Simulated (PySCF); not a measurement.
The dipole of methylaminoethane (`CCNC`) from its density and from atomic charges.

Coordinates (PBE0-D3(BJ)/def2-SVP, Å) and charges (e) from the PBE0/pcSseg-1 density (PySCF):

| atom | x | y | z | Mulliken | IAO | Hirshfeld | ESP-fitted |
| --- | --- | --- | --- | --- | --- | --- | --- |
| C1 | -1.774 | -0.482 | -0.323 | -0.2887 | -0.4110 | -0.1181 | -0.5157 |
| C2 | -0.263 | -0.555 | -0.225 | -0.0986 | -0.1324 | -0.0244 | +0.3602 |
| N3 | 0.303 | 0.715 | 0.160 | -0.5070 | -0.4066 | -0.1681 | -0.6872 |
| C4 | 1.738 | 0.714 | 0.274 | -0.1262 | -0.2959 | -0.0722 | -0.0891 |
| H5 | -2.077 | 0.308 | -1.027 | +0.1205 | +0.1438 | +0.0386 | +0.1259 |
| H6 | -2.199 | -1.438 | -0.662 | +0.1154 | +0.1396 | +0.0425 | +0.1241 |
| H7 | -2.225 | -0.250 | 0.657 | +0.1061 | +0.1292 | +0.0364 | +0.1271 |
| H8 | 0.027 | -1.386 | 0.461 | +0.0872 | +0.0916 | +0.0186 | -0.0330 |
| H9 | 0.156 | -0.828 | -1.211 | +0.1149 | +0.1299 | +0.0364 | +0.0325 |
| H10 | -0.120 | 1.031 | 1.031 | +0.1713 | +0.2346 | +0.1060 | +0.3511 |
| H11 | 2.093 | 1.699 | 0.611 | +0.1147 | +0.1425 | +0.0432 | +0.0887 |
| H12 | 2.192 | 0.526 | -0.714 | +0.1099 | +0.1369 | +0.0392 | +0.0835 |
| H13 | 2.149 | -0.054 | 0.968 | +0.0805 | +0.0979 | +0.0218 | +0.0319 |

Problem. Compute μ = Σ q r for each scheme (1 e·Å = 4.803 D) and compare with the dipole of the full density.

Solution. The full density gives (0.14, -0.49, 0.77) D, 0.92 D in size; dipole vectors point from the negative to the positive end.

| scheme | μx | μy | μz | size (D) | share of the full size (%) | angle to the full dipole (°) |
| --- | --- | --- | --- | --- | --- | --- |
| Mulliken | 0.38 | -0.99 | 0.08 | 1.06 | 116 | 53 |
| IAO | 0.18 | -0.50 | 0.35 | 0.63 | 69 | 23 |
| Hirshfeld | 0.01 | -0.06 | 0.22 | 0.23 | 25 | 17 |
| ESP-fitted | 0.19 | -0.50 | 0.75 | 0.92 | 100 | 4 |

Problem. Which set comes closest?

Solution. Length of the difference vector: ESP-fitted 0.06 D, IAO 0.42 D, Hirshfeld 0.70 D, Mulliken 0.88 D. Closest: ESP-fitted. 

Problem. What is left for the Hirshfeld atoms' own dipoles?

Solution. The shares of the density sum to the whole, so what Σ q r misses lies in dipoles about the nuclei. The atomic dipoles sum to (0.14, -0.49, 0.77) − (0.01, -0.06, 0.22) = (0.13, -0.43, 0.55) D, 0.70 D in size.

Problem. With the origin at the mean of the coordinates, (0.000, 0.000, 0.000) Å, which are the largest single terms, by size, of the Hirshfeld dipole along the direction of the full one?

Solution. H5 -0.25, N3 +0.16, C1 +0.16, H10 +0.15, H13 +0.12 D; all 13 atoms together +0.22 D. The single terms depend on the origin, their sum doesn't.

Problem. Give the size of the full dipole in other units.

Solution. 0.92 D = 0.361 au = 0.191 e·Å = 3.06 × 10⁻³⁰ C·m.

One conformer (not necessarily the lowest) at the PBE0-D3(BJ)/def2-SVP geometry, without solvent, vibrations or thermal averaging.

These values come from a run that also computed NMR shieldings. Rough CPU time on one thread of a shared machine: about 6 s.

Conformer computed: `[CH3:1][CH2:2][NH:3][CH3:4]`: C1–C2–N3–C4 180°.
